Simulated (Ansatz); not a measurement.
A made-up structure of SiH$_{3}$SO, doublet:

Si1  (-0.232, 0.381, -0.253)
O2  (0.892, -0.872, -0.119)
S3  (0.916, -1.667, 1.297)
H4  (-1.597, -0.167, -0.082)
H5  (1.580, -1.527, -0.318)
H6  (0.056, 1.408, 0.775)
(Å)

It is relaxed with PBE-D4/def2-SVP and then PBE0-D4/def2-TZVP (Ansatz 0.2.0). Atoms count as bonded within 1.22 times the sum of their covalent radii (H–H: 0.88 Å). The end point is not checked to be a true minimum.

(1) Does its bonding change? (Judge from chemistry; the calculation decides.)

Answers

(1) Computed: Yes. Formed: Si1–S3; broken: O2–S3.

Where it ends: The first stage lowers the energy by 1.72 eV in 10 steps. It ends as SiH₃SO ([OH][SiH2][S]):
```tsv
atom	x (Å)	y (Å)	z (Å)
Si1	0.0417	-0.1434	0.3603
O2	1.2528	-0.4495	-0.7011
S3	0.0179	-1.3524	2.0943
H4	-1.3051	-0.4201	-0.2162
H5	1.4053	-1.3612	-0.9557
H6	0.2018	1.2825	0.7193
```

Labels in which every atom is bracketed show which atoms are joined, not bond orders.

For scale, one of the runs: PBE0-D4/def2-TZVP relaxation, 123 basis functions, launched by `ansatz run in.yaml --threads 2 --pin off --events-out ev --progress --plain --max-ram 4352MiB`. The run took about 2.2 min on 2 CPU threads of an Arm Neoverse V1 (shared host).
